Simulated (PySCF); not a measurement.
The numbers are results of PySCF 2.14.0 with PBE-D3(BJ)/def2-TZVP // B3LYP-D3(BJ)/def2-TZVP, not measurements. All species are isolated molecules in the gas phase. Excitations are Tamm–Dancoff values on a coarser integration grid. The basis has no diffuse functions, so Rydberg states are missing or too high.

Reference species (SMILES): `C#N` (neutral, multiplicity 1).

| Quantity | Result |
|---|---|
| HOMO–LUMO gap | 8.18 eV |
| S1 excitation (TDA) | 8.18 eV |
| S1 oscillator strength | 0.000 |
| HOMO | -9.04 eV |

Changed species: `CNC#N` (X = methylamino; the reference has X = H).

### Question
Predict the effect on the HOMO–LUMO gap, S1 excitation (TDA), S1 oscillator strength and HOMO.

### Answer
the HOMO–LUMO gap decreases by 2.60 eV, to 5.58 eV; the S1 excitation (TDA) decreases by 2.52 eV, to 5.66 eV; the S1 oscillator strength stays essentially unchanged; the HOMO goes up by 2.89 eV, to -6.15 eV.
